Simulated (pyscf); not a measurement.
Hydrogen abstraction: orthosilicic acid (HO–Si(OH)(OH)–OH) + H atom (H•) → •O–Si(OH)(OH)–OH + hydrogen (H₂)

Gas phase, doublet surface, charge 0. Bonds broken: O1–H6. Bonds formed: H6–H10. Optimised with ωB97X-D3(BJ)/def2-SVP in PySCF.

Transition state (Å):

```xyz
10

O      1.2269    -0.4122     0.6018
Si    -0.3632    -0.0010     0.2313
O     -1.0686    -1.3364    -0.4184
O     -1.1712     0.5768     1.5545
O     -0.3149     1.2223    -0.8661
H      1.1927    -1.5654     1.4065
H     -1.9825    -1.2431    -0.7058
H     -1.0332     0.1278     2.3940
H     -0.2585     2.1106    -0.4987
H      0.8575    -2.1678     1.8644
```

One imaginary mode, 877i cm⁻¹; descent along it reached the two sides named.

```tsv
bond	change	reactant side (Å)	saddle	product side
O1–H6	breaks	0.962	1.407	2.540
H6–H10	forms	2.8	0.828	0.762
```

Electronic energies relative to the separated reactants (kJ/mol):

| level | barrier | reaction energy | reverse barrier |
|---|---|---|---|
| ωB97X-D3(BJ)/def2-TZVP | 93.0 | +72.3 | 20.7 |
| PBE/def2-TZVP | 71.3 | +71.6 | -0.3 |
| r²SCAN/def2-TZVP | 69.7 | +60.8 | 9.0 |
| B3LYP-D3(BJ)/def2-TZVP | 68.7 | +56.6 | 12.1 |
| PBE0-D3(BJ)/def2-TZVP | 88.8 | +78.1 | 10.7 |
| M06-2X/def2-TZVP | 107.8 | +80.4 | 27.4 |
| ωB97M-D3(BJ)/def2-TZVP | 95.7 | +74.7 | 21.1 |
| HF/def2-TZVP | 117.3 | +35.0 | 82.3 |

With ωB97M-D3(BJ)/def2-TZVP energies and thermal terms (ideal gas, 1 atm, RRHO with modes under 100 cm⁻¹ raised to 100, one conformer, R ln 2 for rigid chiral ones), in kJ/mol:

| T (K) | ΔH‡ | ΔG‡ | ΔH | ΔG |
|---|---|---|---|---|
| 298 | 86.6 | 109.8 | +70.8 | +63.2 |
| 600 | 85.4 | 133.8 | +70.0 | +55.7 |
| 900 | 84.6 | 158.2 | +68.3 | +48.9 |
| 1200 | 84.0 | 182.8 | +66.0 | +42.8 |

One saddle was located; it need not be the lowest between these sides. The angle at the transferred H is 157°.
